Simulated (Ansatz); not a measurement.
A made-up structure of B₂NH₄ (charge -1), singlet:

B1  (-1.022, 0.345, -0.516)
B2  (0.353, 0.067, 0.424)
N3  (1.023, -1.114, 0.158)
H4  (-1.762, -0.546, -0.883)
H5  (-1.335, 1.433, -0.979)
H6  (0.665, -1.710, -0.588)
H7  (1.943, -1.129, 0.606)
(Å)

It is relaxed with PBE-D4/def2-SVPD and then PBE0-D4/def2-TZVPD (Ansatz 0.2.0). Atoms count as bonded within 1.22 times the sum of their covalent radii (H–H: 0.88 Å). The end point is not checked to be a true minimum.

(1) Does its bonding change? (A judgement: the text doesn't fix the answer.)

The highest PBE0 orbital of the anion lies well above zero, so the extra electron may be unbound in the gas phase.

Results:

(1) By the calculation: No: no bond forms or breaks.

Where it ends: The first stage lowers the energy by 1.49 eV in 12 steps. It ends as B₂NH₄ ([BH2][B][NH2]), total charge -1:
```
atom    x (Å)    y (Å)    z (Å)
  B1  -1.2338   0.3696  -0.5376
  B2   0.0463  -0.4195  -0.2384
  N3   1.2147  -1.1398   0.0339
  H4  -2.3371  -0.1026  -0.3271
  H5  -1.1942   1.4975  -0.9967
  H6   1.6704  -1.7443  -0.6333
  H7   1.6974  -1.1137   0.9197
```

Labels in which every atom is bracketed show which atoms are joined, not bond orders.

For scale, one of the runs: PBE0-D4/def2-TZVPD relaxation, 147 basis functions, launched by `ansatz run in.yaml --threads 2 --pin off --events-out ev --progress --plain --max-ram 4352MiB`. Hardware: 2 CPU threads of an Arm Neoverse N1, shared host. Wall time about 23 s.
